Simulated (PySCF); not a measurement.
Potential energy curve for SMILES P. The P1–H4 bond (P1 also carries H, H; H4 carries nothing else) is pulled apart rigidly from the PBE0/def2-TZVP optimised geometry.

Level of theory: CCSD(T) on UHF/cc-pVDZ, 5 core orbitals frozen (PySCF 2.14.0).

Question: Relative to R = 1.42 Å, what are the energies at R = 1.06, 1.20, 2.15, 2.85 Å?

Answer: 63.6 kcal/mol at 1.06 Å, 19.1 kcal/mol at 1.20 Å, 45.1 kcal/mol at 2.15 Å, 76.5 kcal/mol at 2.85 Å.

The unrestricted determinant behind UCCSD(T) is spin-contaminated at 1.93 to 4.94 Å (<S²> up to 1.0, against 0.00 for a pure singlet).
